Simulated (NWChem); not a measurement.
AlF₃ anion, doublet; SMILES of the neutral closed-shell parent [F][Al]([F])[F]

```xyz
4

Al     0.0000     0.0000    -0.4193
F     -1.1503    -1.1503     0.1840
F     -0.4210     1.5713     0.1840
F      1.5713    -0.4210     0.1840
```
Atoms are numbered in this order, from 1.

Computed with NWChem. Pople sets run with spherical d functions. Spin-unrestricted. Sets without diffuse functions describe the anion's extra electron poorly. All runs use the structure optimised with B3LYP/def2-SVPD, spin-unrestricted. This spin state was assumed; another may lie lower. No stability test was run on the SCF state. Atomic charges in e: unrestrained fits to the electrostatic potential beside Mulliken populations; the two definitions need not agree.

Task: Predict the results for UHF/6-31G*. Quantities: ESP Al1; Mulliken Al1; ESP F2; Mulliken F2; ESP F3; Mulliken F3; ESP F4; Mulliken F4; relative RMS misfit of the potential (%).

Result: 
```
Item                                      Value
----------------------------------------  -----
ESP Al1                                    0.08
Mulliken Al1                               0.97
ESP F2                                    -0.36
Mulliken F2                               -0.66
ESP F3                                    -0.36
Mulliken F3                               -0.66
ESP F4                                    -0.36
Mulliken F4                               -0.66
relative RMS misfit of the potential (%)      8
```
